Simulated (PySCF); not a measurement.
**One shape, several levels: BH3F− (SMILES [H][B-]([H])([H])F)**

We compute a comparison of 6 runs (HF/cc-pVDZ, HF-D4/DZP, HF-D3(0)/6-311+G**, HF/6-311+G**, HF/aug-pcseg-2, MPWB1K-D3(0)/pcseg-1) of BH3F−. 

Program for the calculation: PySCF 2.14.0.

6 further runs of the same task are left out: 1 that didn't finish, 5 set aside as unsound or not needed.

### Step 1. The structure to begin with

BH3F−: 5 atoms, total charge -1, spin state singlet. SMILES: `[H][B-]([H])([H])F`. The coordinates come from a GFN2-xTB relaxation.

Bond lengths: B1–F2 1.447 Å, B1–H3 1.227 Å, B1–H4 1.228 Å, B1–H5 1.226 Å. Angles: F2–B1–H3 108.4°, F2–B1–H4 108.4°, F2–B1–H5 108.4°, H3–B1–H4 110.5°, H3–B1–H5 110.6°, H4–B1–H5 110.5°.

### Step 2. A single-point energy at HF/cc-pVDZ (density fitting with def2-universal-jkfit) (run 1)

mol.xyz

```xyz
5

B     -0.000350     0.000360    -0.057130
F      0.012500    -0.020940     1.389230
H      1.160070     0.011720    -0.454270
H     -0.590550     1.012650    -0.424140
H     -0.581670    -1.003790    -0.453700
```

input.py

```python
import pyscf.grad
from pyscf import gto
from pyscf.pbc.tools.pyscf_ase import PySCF, ase_atoms_to_pyscf
from ase.io import read

atoms = read('mol.xyz')

molecule = gto.M(
    atom=ase_atoms_to_pyscf(atoms),
    verbose=4,
    basis='cc-pvdz',
    charge=-1,
    max_memory=1860,
)

calc0 = molecule.RHF()
calc0 = calc0.density_fit(auxbasis='def2-universal-jkfit')
calc0.level_shift = 0.1
atoms.calc = PySCF(method=calc0)

e_ev = atoms.get_potential_energy()
print('energy %.6f eV' % e_ev)
```

Started as:

```console
$ OMP_NUM_THREADS=1 python input.py
```

The log of the run:

```text
PySCF version 2.14.0

[... 65 lines left out ...]
converged SCF energy = -125.894701612638
energy -3425.769323 eV
```

Wall time 0.52 s (1 thread of Intel Xeon 6975P-C (Granite Rapids), shared host); peak memory 0.13 GiB.

### Step 3. A stability test at HF-D4/DZP (density fitting with cc-pvdz-jkfit) (run 2)

input.py

```python
from pyscf import gto, scf

mol = gto.Mole()
mol.atom = '''
B       -0.000350       0.000360      -0.057130
F        0.012500      -0.020940       1.389230
H        1.160070       0.011720      -0.454270
H       -0.590550       1.012650      -0.424140
H       -0.581670      -1.003790      -0.453700
'''
mol.symmetry = True
mol.max_memory = 1860
mol.basis = 'dzp'
mol.charge = -1
mol.verbose = 4
mol.spin = 0
mol.build()

mf = scf.RHF(mol)
mf = mf.density_fit(auxbasis='cc-pvdz-jkfit')
mf.disp = 'd4'
mf.kernel()

energy = mf.e_tot
print('E(%s) = %.9f' % ('HF', energy))
mo_i, mo_e, stable_i, stable_e = mf.stability(internal=True, external=True, return_status=True)
print('stable: internal', stable_i, 'external', stable_e)
```

Started as:

```console
$ OMP_NUM_THREADS=1 python input.py
```

The log of the run:

```text
PySCF version 2.14.0

[... 66 lines left out ...]
converged SCF energy = -125.930085157486
[... 7 lines left out ...]
stable: internal True external True
```

Wall time 0.82 s (1 thread of Intel Xeon 6975P-C (Granite Rapids), shared host); peak memory 0.13 GiB.

Runs 3 to 5 aren't shown in full; the table further down has their settings and results.

### Step 4. Energy and gradient at MPWB1K-D3(0)/pcseg-1 (SMD dimethylsulfoxide) (run 6)

input.py

```python
# [BFH3]-
from pyscf import gto, dft, solvent

system = gto.Mole()
system.atom = '''
B   -0.000350   0.000360  -0.057130
F    0.012500  -0.020940   1.389230
H    1.160070   0.011720  -0.454270
H   -0.590550   1.012650  -0.424140
H   -0.581670  -1.003790  -0.453700
'''
system.symmetry = True
system.max_memory = 1860
system.verbose = 3
system.basis = 'pcseg-1'
system.spin = 0
system.charge = -1
system.build()

ks = dft.RKS(system)
ks.xc = 'mpwb1k'
ks = ks.SMD()
ks.with_solvent.solvent = 'dimethylsulfoxide'
ks.disp = 'd3zero'
ks.kernel()

etot = ks.e_tot
print(f'total energy: {etot:.8f} hartree')
grad = ks.nuc_grad_method().kernel()
dip = ks.dip_moment()
pop, q = ks.mulliken_pop()
```

Started as:

```console
$ OMP_NUM_THREADS=1 python input.py
```

The log of the run:

```text
converged SCF energy = -126.571966275287
total energy: -126.57196628 hartree
--------------- SMDRKS (+SMD) gradients ---------------
         x                y                z
0 B     0.0002025433    -0.0004398973    -0.0076945913
1 F    -0.0000680098     0.0001023964    -0.0046372840
2 H    -0.0011647295    -0.0000602157     0.0041548342
3 H     0.0003871195    -0.0007080651     0.0039679542
4 H     0.0006366978     0.0011058213     0.0042185434
----------------------------------------------

WARN: System has nonzero charge -1; the dipole moment is origin-dependent.
[... 2 lines left out ...]
Dipole moment(X, Y, Z, Debye): -0.01041,  0.01532, -1.34577
[... 49 lines left out ...]
charge of    4H =     -0.23031
```

It took 6.9 s on 1 thread of Intel Xeon 6975P-C (Granite Rapids), shared host; peak memory 0.74 GiB.

### Step 5. Overview of the runs

```
run                                                       level       task  integral approximation  energy (Eh)  HOMO energy (eV)  LUMO energy (eV)  HOMO–LUMO gap (eV)  wall time
  1      HF/cc-pVDZ (density fitting with def2-universal-jkfit)     energy    def2-universal-jkfit  -125.894702             -4.77             11.97               16.74     0.52 s
  2              HF-D4/DZP (density fitting with cc-pvdz-jkfit)  stability           cc-pvdz-jkfit  -125.930085             -4.88             11.03               15.91     0.82 s
  3                        HF-D3(0)/6-311+G** (density fitting)   localise                    auto  -125.937489             -5.12              5.88               11.00     0.58 s
  4                              HF/6-311+G** (density fitting)   localise                    auto  -125.936043             -5.12              5.88               11.00     0.54 s
  5  HF/aug-pcseg-2 (density fitting with def2-universal-jkfit)     energy    def2-universal-jkfit  -125.949781             -5.12              3.48                8.60     0.78 s
  6                MPWB1K-D3(0)/pcseg-1 (SMD dimethylsulfoxide)   gradient                    none  -126.571966             -8.12              3.26               11.38      6.9 s
```

### Step 6. Results

| quantity | value |
| --- | --- |
| run 6: total energy | -126.57197 Eh |
| run 6: HOMO energy | -8.12 eV |
| run 6: LUMO energy | 3.26 eV |
| run 6: HOMO–LUMO gap (to an unbound level, set by the basis) | 11.38 eV |
| run 6: dispersion energy | -2.09 kJ/mol |
| run 6: solvent term in the energy | -276.8 kJ/mol |
| run 6: largest force on an atom | 0.396 eV/Å |

**Reading.** The HOMO–LUMO gap runs from 8.60 eV (HF/aug-pcseg-2) to 16.74 eV (HF/cc-pVDZ). The empty levels of an anion lie above zero and hang on the basis. All runs together took 10 s, the longest 6.9 s.
